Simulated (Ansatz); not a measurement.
**Ga2O3 (C2/m, No. 12)**

These are r²SCAN in Ansatz (PAW) values and carry that method's errors.

Run with plane-wave cutoff 600 eV, 12×12×6 k mesh (along the axes of the cell as run), scalar-relativistic PAW data made under PBE.

Cell (relaxed at this level):

```cif
data_Ga4O6
_chemical_formula_sum 'Ga4 O6'
_space_group_name_H-M_alt 'P 1'
_space_group_IT_number 1
_cell_length_a 6.31289
_cell_length_b 6.31289
_cell_length_c 5.80811
_cell_angle_alpha 76.607
_cell_angle_beta 103.393
_cell_angle_gamma 152.145
loop_
_space_group_symop_operation_xyz
  'x, y, z'
loop_
_atom_site_label
_atom_site_type_symbol
_atom_site_fract_x
_atom_site_fract_y
_atom_site_fract_z
_atom_site_occupancy
Ga1 Ga 0.90948 0.09052 0.70522 1
Ga2 Ga 0.09052 0.90948 0.29478 1
Ga3 Ga 0.65873 0.34127 0.81446 1
Ga4 Ga 0.34127 0.65873 0.18554 1
O1 O 0.82666 0.17334 0.93648 1
O2 O 0.17334 0.82666 0.06352 1
O3 O 0.83578 0.16422 0.39085 1
O4 O 0.16422 0.83578 0.60915 1
O5 O 0.49629 0.50371 0.75622 1
O6 O 0.50371 0.49629 0.24378 1
```

For Ga2O3 (C2/m, No. 12), the voigt–Reuss–Hill bulk modulus is 183 GPa. The voigt–Reuss–Hill shear modulus (Hill average) comes out as 79.9 GPa. The Young modulus is 209 GPa and the Poisson ratio is 0.309.

Note: the relaxation could not lower the start's symmetry, so the cell can be a saddle point above a distorted one.

Elastic constants are with the ions relaxed.

The computed numbers hold no vibrational or temperature effects.

Ansatz is a quantum-chemistry and plane-wave program.
